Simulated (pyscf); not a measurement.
Optimised with ωB97X-D3(BJ)/def2-SVP in PySCF.

### Question
Estimate by transition-state theory the rate constant of HO–SiH₂–PH₂ + H₂ → H₃Si–PH₂ + H₂O (singlet surface; O–Si, H–H broken, H–Si, H–O formed) at 900 K, with ωB97M-D3(BJ)/def2-TZVP energies (ideal gas, 1 atm, RRHO with modes under 100 cm⁻¹ raised to 100, one conformer, R ln 2 for chiral ones without a mode under 150 cm⁻¹; no tunnelling).

### Answer
The electronic barrier is 50.5 kcal/mol and the thermal terms add +29.3, so ΔG‡ = 79.8 kcal/mol. With k_BT/h = 1.88e+13 s⁻¹ and RT = 1.788 kcal/mol, and a volume of 1.23e-19 cm³ per molecule at 1 atm, k = 9.6e-26 cm³ molecule⁻¹ s⁻¹. Wigner's tunnelling factor for 1282i cm⁻¹ would be 1.18. A shift of 1 kcal/mol in the barrier changes k by a factor 1.7. This is the saddle that the search found; another between the same sides may lie lower.
